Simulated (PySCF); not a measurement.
Run record: geometry optimisation, `[O+](=O)[O-]` (ozone).

Method: PBE0-D3(BJ)/def2-SVP geometry optimisation, gas phase (PySCF 2.14.0). Start geometry: GFN2-xTB. A driver script takes a list of jobs; this job's settings line and coordinates (Å) are shown.

Command:
```bash
OMP_NUM_THREADS=1 python probes_run.py task.json out
```

Input:
```
{"job": {"xc": "PBE0", "basis": "def2-SVP", "d3": "d3bj", "grid": 1, "shake": 0.01, "kind": "geom"}, "charge": 0, "multiplicity": 1}
O     -1.041500    -0.264580     0.001590
O     -0.014610     0.404200    -0.013120
O      1.062130    -0.174560    -0.007650
```

Output:
```
step   0  E = -224.99866708  max force = 0.013658
step   1  E = -224.99892479  max force = 0.001425
step   2  E = -224.99892906  max force = 0.000623
step   3  E = -224.99893106  max force = 0.000916
step   4  E = -224.99893386  max force = 0.001072
step   5  E = -224.99893376  max force = 0.003772
step   6  E = -224.99894994  max force = 0.001896
step   7  E = -224.99894493  max force = 0.000404
step   8  E = -224.99894739  max force = 0.000108
optimisation converged
```

Energies in Eh; «max force» is the largest Cartesian gradient component in Eh/bohr.

Task: Give the first gradient maximum in eV/Å.

Result: With 1 Eh/bohr = 51.422 eV/Å, 0.702 eV/Å.

Task: How much energy does the optimisation release, in eV?

Result: E(step 0) − E(last step) = 0.000280 Eh, which is 0.008 eV.

Summary of the converged run: final energy -224.99895 Eh after 8 steps; dipole 0.65 D.

The run took 6.1 s on Arm Neoverse N1, one thread, no GPU, shared host with 64 logical CPUs at a one-minute load of 58, and the process peaked at 0.25 GiB of memory.
Labels such as C1 count atoms from 1, the log's own numbers from 0.
